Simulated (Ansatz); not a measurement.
Born–Oppenheimer molecular dynamics of FH5Si (7 atoms, charge 0, multiplicity 1). It starts at the highest image of a converged band. Of that band: Neighbouring images differ by up to 1.4 eV, so the band resolves the path poorly. A vibrational analysis at the climbing image gives 2 clearly imaginary modes (1215i, 116i cm⁻¹): a point of higher order, so a lower path passes nearby.

These are results of RKS CAM-B3LYP-D4/def2-SVP (Ansatz), not measurements.

```
ensemble                      : NVE (velocity Verlet)
time step                     : 0.5 fs
steps asked                   : 200
starting velocities drawn for : 300 K
seed                          : 8156
```

First frame:

```xyz
7
Properties=species:S:1:pos:R:3
Si -0.198 0.000 -0.046
H 0.053 0.000 1.664
H 1.302 0.000 -0.075
H -0.562 1.272 -0.711
H -0.562 -1.272 -0.711
F -1.874 0.000 0.893
H -0.924 0.000 1.627
```

Q: How far do the bonds stretch over the last three quarters of this one trajectory? (Pairs bonded in most of those frames.)

A: 
```tsv
bond	mean (Å)	spread (Å)	shortest	longest
Si1–H2	1.492	0.011	1.47	1.51
Si1–H3	1.498	0.031	1.45	1.55
Si1–H4	1.490	0.034	1.44	1.54
Si1–H5	1.488	0.017	1.46	1.52
F6–H7	0.932	0.041	0.87	0.99
```

Mean temperature of the second half: 2015 K. The conserved energy stayed within 0.31 meV per atom of its start (net change 0.04 meV per atom), so the integration is sound. The kinetic energy rose, since the run started high on the potential surface and went downhill. It ends in pieces (FH + H4Si), so much of that is their flight and rotation, not heat. A run of 0.1 ps of so small a system gives no equilibrium averages. The orbitals stay closed-shell, which can raise the energy where a bond breaks towards radicals; this wasn't checked here.

Time of the run: 4 min on 1 thread of Arm Neoverse V1, with other jobs on the host, peak memory 0.11 GiB.
